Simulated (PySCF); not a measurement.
**NMR data sheet: C₅H₈O**

| Quantity | Value |
| --- | --- |
| Formula | C5H8O |
| SMILES | CC(=O)C1CC1 |
| Point group of the computed structure | Cs |
| Degrees of unsaturation | 2 |
| Carbon signals | 4 |
| Proton signals | 4 |

Mapped SMILES: `[CH3:1][C:2](=[O:3])[CH:4]1[CH2:5][CH2:6]1`; H(Xn) means a hydrogen on atom n. Ha(C5), Ha(C6) are cis to C2 on the ring; Hb(C5), Hb(C6) are trans to C2 on the ring.

Method: shieldings: GIAO PBE0/pcSseg-1, coordinates at the GFN2-xTB level, in PySCF (in vacuum, relativity neglected, rapidly exchanging positions averaged, one computed conformer).

δ = σ(ref) − σ, references computed at the same level: 1H (σref 31.72) and 13C (σref 186.93) vs TMS; H2O for 17O (σref 336.08).

```tsv
carbon	δC, type	δH (multiplicity)	HMBC from (2–3 bonds)	span of the C tensor (ppm)
C1	34.6, CH3	2.31 (s)	H(C4)	60
C2	212.9, C	–	H(C1), H(C4), Ha(C5)/Ha(C6), Hb(C5)/Hb(C6)	211
C4	21.9, CH	1.71 (m)	H(C1), Ha(C5)/Ha(C6), Hb(C5)/Hb(C6)	91
C5/C6	14.2, CH2	Ha(C5) 1.04 (m); Hb(C5) 0.81 (m)	H(C4), Ha(C5)/Ha(C6), Hb(C5)/Hb(C6)	54
```

Other nuclei:
```csv
atoms,nucleus,environment,δ (ppm),σ (ppm)
O3,17O,ketone oxygen,614.4,-278.4
```

1. Carbon types of the structure: 1 × C, 1 × CH, 2 × CH2, 1 × CH3, which accounts for all hydrogens.
2. δC 212.9: ketone carbonyl carbon; low-lying n→π* states of the double bond to the heteroatom give a large paramagnetic term (-273 ppm).
3. δC 34.6: methyl carbon α to a carbonyl; α to the electron-withdrawing carbonyl group.
4. δC 21.9, 14.2: three-membered-ring carbon; carbons of three-membered rings are unusually shielded.
5. δH 2.31: hydrogen on a methyl carbon α to a carbonyl; α to C=O.
6. δH 1.71, 1.04, 0.81: hydrogen on a three-membered-ring carbon.

Shifts are as computed. Against solution values, carbons near 30 ppm lie about +3 ppm off and those near 130 ppm about +5 ppm. Of 1211 compounds with measured shifts, 218 miss one by over three times the rms of a fit or turn the order of signals round; such compounds aren't used in these exercises. Unscaled 17O shifts of doubly bonded oxygen tend to come out too high, by tens of ppm or more. Experimental scales use liquid or dissolved standards, which lie at an offset from isolated H2O (liquid H2O: subtract about 36 ppm). Multiplicities follow the n + 1 count of equivalent neighbours, as no J values were calculated; m marks all less simple cases, F and P coupling included.
